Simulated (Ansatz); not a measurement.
# Relative stability

Two relaxed structures of CH3LiN, doublet (PBE0-D4/def2-TZVP; forces vanish, vibrations not checked).

A:

```
6
angstrom
Li -2.4345 -0.1482 -0.7563
N -0.8330 -0.0364 -0.2277
C 0.4999 0.0426 0.1815
H 1.1362 -0.3803 -0.6194
H 0.7488 -0.5475 1.0846
H 0.8827 1.0698 0.3373
```

B:

```tsv
atom	x (Å)	y (Å)	z (Å)
Li1	-0.0827	-1.3028	-1.2971
N2	-0.8469	-0.2404	-0.0598
C3	0.4953	-0.0185	0.2295
H4	1.3079	-0.5919	-0.4300
H5	0.7852	-0.3112	1.2537
H6	0.8087	1.0336	0.1135
```

Ansatz 0.2.0; basis: def2-TZVPP; cores frozen in the correlated methods; orbitals are unrestricted. The outer core shell of Li, Na, Mg and K is correlated. B3LYP uses VWN-RPA correlation.

Problem. Which structure is lower at CCSD(T), and by how much? (Judge from chemistry; the value comes from the calculation.)

Solution. The calculation gives: A, by 39.4 kJ/mol (electronic energy, against the other). By their contacts, A is CH₃LiN ([Li][N][CH3]) and B is CH₃LiN ([H]1[Li]2[N][CH2]12).

All methods give the same order:

```json
{"method": "PBE-D4", "E(B) − E(A) (kJ/mol)": "32.0"}
{"method": "r2SCAN-D4", "E(B) − E(A) (kJ/mol)": "32.3"}
{"method": "PBE0-D4", "E(B) − E(A) (kJ/mol)": "35.1"}
{"method": "B3LYP-D4", "E(B) − E(A) (kJ/mol)": "39.5"}
{"method": "wB97M-V", "E(B) − E(A) (kJ/mol)": "40.2"}
{"method": "HF", "E(B) − E(A) (kJ/mol)": "47.0"}
{"method": "MP2", "E(B) − E(A) (kJ/mol)": "41.5"}
{"method": "CCSD", "E(B) − E(A) (kJ/mol)": "41.5"}
{"method": "CCSD(T)", "E(B) − E(A) (kJ/mol)": "39.4"}
```

T1 diagnostic: at most 0.017. ⟨S²⟩ of the unrestricted Hartree–Fock references: 0.76 to 0.77 (a pure state has 0.75).

Labels in which every atom is bracketed show which atoms are joined, not bond orders.

For scale, one of the runs: CCSD(T)/def2-TZVPP, 123 basis functions, launched by `ansatz run in.yaml --threads 2 --pin off --events-out ev --progress --plain --max-ram 4352MiB`. Hardware: 2 CPU threads of an Arm Neoverse V2, shared host. Wall time 24 s; peak host memory 1.3 GiB.
